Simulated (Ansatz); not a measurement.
# [Yb(H2O)6]3+ (YbH12O6 (+3)): a ladder of methods and basis sets

An exercise on one series of results from a longer session: the logs are not shown, and one member is left open.

Computed with Ansatz 0.2.0, Gaussian basis. Level: as each input shows.

The runs, in order: PBE-D4/def2-TZVP, r2SCAN-D4/def2-TZVP, PBE-QIDH/def2-TZVP, B2PLYP/def2-TZVP, PBE-D4/def2-SVP, PBE0-D4/def2-SVP, MP2/def2-SVP.

**The geometry**

The doublet was relaxed beforehand with PBE-D4/def2-SVP.

19 atoms, charge 3, spin multiplicity 2.

Atoms are counted from 1 here; the program's logs count them from 0.

Bond lengths: Yb1–O2 2.300 Å, Yb1–O5 2.299 Å, Yb1–O8 2.299 Å, Yb1–O11 2.299 Å, Yb1–O14 2.299 Å, Yb1–O17 2.300 Å, O2–H3 0.987 Å, O2–H4 0.987 Å, O5–H6 0.987 Å, O5–H7 0.987 Å, O8–H9 0.987 Å, O8–H10 0.987 Å, O11–H12 0.987 Å, O11–H13 0.987 Å, O14–H15 0.987 Å, O14–H16 0.987 Å, O17–H18 0.987 Å, O17–H19 0.987 Å. Angles: O2–Yb1–O5 179.8°, O2–Yb1–O8 90.4°, O2–Yb1–O11 89.4°, O2–Yb1–O14 90.6°, O2–Yb1–O17 89.3°, O5–Yb1–O8 89.4°, O5–Yb1–O11 90.8°, O5–Yb1–O14 89.4°, O5–Yb1–O17 90.6°, O8–Yb1–O11 179.9°, O8–Yb1–O14 89.4°, O8–Yb1–O17 90.6°, O11–Yb1–O14 90.7°, O11–Yb1–O17 89.3°, O14–Yb1–O17 180.0°, Yb1–O2–H3 128.5°, Yb1–O2–H4 127.3°, H3–O2–H4 104.1° and more.

Yb takes a core potential in the def2 sets. No spin-orbit coupling is included. The ion is computed in the gas phase, without counter-ions or solvent.

PBE0-D4/def2-TZVP was run before; its log isn't repeated, and its numbers join the tables.

The first run:

start.molden holds the orbitals of an earlier run on this state, given as this run's starting guess.

Input file in.yaml:

```yaml
crystal:
  periodic: [false, false, false]
  atoms:
    - {symbol: Yb, position_ang: [-0.001512, 0.000796, -0.001480]}
    - {symbol: O, position_ang: [0.142662, 0.185166, 2.286359]}
    - {symbol: H, position_ang: [0.149105, 1.004378, 2.836929]}
    - {symbol: H, position_ang: [0.289621, -0.542542, 2.937174]}
    - {symbol: O, position_ang: [-0.137660, -0.184552, -2.289051]}
    - {symbol: H, position_ang: [-0.281202, 0.542762, -2.941332]}
    - {symbol: H, position_ang: [-0.141661, -1.003915, -2.839340]}
    - {symbol: O, position_ang: [2.283100, 0.191374, -0.178667]}
    - {symbol: H, position_ang: [2.950118, 0.276681, 0.543952]}
    - {symbol: H, position_ang: [2.826658, 0.128905, -1.000512]}
    - {symbol: O, position_ang: [-2.285601, -0.191910, 0.181314]}
    - {symbol: H, position_ang: [-2.827209, -0.131861, 1.004833]}
    - {symbol: H, position_ang: [-2.954328, -0.278823, -0.539459]}
    - {symbol: O, position_ang: [-0.183084, 2.284302, -0.199404]}
    - {symbol: H, position_ang: [-0.997834, 2.840516, -0.165758]}
    - {symbol: H, position_ang: [0.552446, 2.939924, -0.262493]}
    - {symbol: O, position_ang: [0.179194, -2.283075, 0.198239]}
    - {symbol: H, position_ang: [-0.556499, -2.938423, 0.263699]}
    - {symbol: H, position_ang: [0.993696, -2.839682, 0.164987]}
basis:
  gaussian: {orbitals: def2-TZVP, initial_orbitals: start.molden}
total_charge: 3
magnetization: {spin_polarized: true, initial_magnetization: 1}
hamiltonian: {xc: pbe, dispersion: d4}
scf: {omitted_lower_state_checks: [starts]}
output: {orbitals: {seedname: orbitals}}
```

On the command line:

```console
$ ansatz run in.yaml --threads 4 --pin off --events-out ev --progress --plain --max-ram 6963MiB
```

Among the steps run: PBE-D4/def2-TZVP; r2SCAN-D4/def2-TZVP; PBE-QIDH/def2-TZVP; B2PLYP/def2-TZVP; PBE-D4/def2-SVP; PBE0-D4/def2-SVP; MP2/def2-SVP.

One of the session's tables, all rows but one given; the rest of the session is left out.

```
              level  HOMO (eV)  LUMO (eV)  gap (eV)
    PBE-D4/def2-SVP     -20.53     -20.25      0.29
   PBE-D4/def2-TZVP     -20.72     -20.40      0.32
r2SCAN-D4/def2-TZVP     -21.30     -19.92      1.38
   PBE0-D4/def2-SVP          ?          ?         ?
  PBE0-D4/def2-TZVP     -22.91     -17.21      5.70
```

Q: Estimate the row for PBE0-D4/def2-SVP from the others.

The run gave: HOMO (eV): -22.79; LUMO (eV): -17.38; gap (eV): 5.41. In the column «HOMO (eV)» it lies between PBE0-D4/def2-TZVP (-22.91) and r2SCAN-D4/def2-TZVP (-21.30).
